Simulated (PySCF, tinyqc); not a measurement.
Inside a calculation. Method: coupled-perturbed Hartree-Fock on RHF in the sto-3g basis, for LiH, spin multiplicity 1. The lowest restricted solution is unstable here: a spin-polarised one lies 0.0040 hartree lower (PySCF). One step of it, computed by the program tinyqc.

Task: Response to a field: uncoupled start. Field along y; U_ai = -mu_ai / (e_a - e_i), alpha = -4 sum U_ai mu_ai.

orbital energies (hartree): MO1 -2.367206, MO2 -0.234708, MO3 0.070499, MO4 0.160275, MO5 0.160275, MO6 0.385686

dipole integrals <a|y|i> (bohr):
```
           i1         i2
a3   0.000000   0.000000
a4   0.203314   0.985178
a5  -0.030905  -0.149755
a6   0.000000   0.000000
```

Give: uncoupled U; uncoupled polarisability.

Result:

uncoupled U:
```
         i1       i2
a3   0.0000   0.0000
a4  -0.0804  -2.4942
a5   0.0122   0.3791
a6   0.0000   0.0000
```

uncoupled polarisability = 10.1231 bohr^3
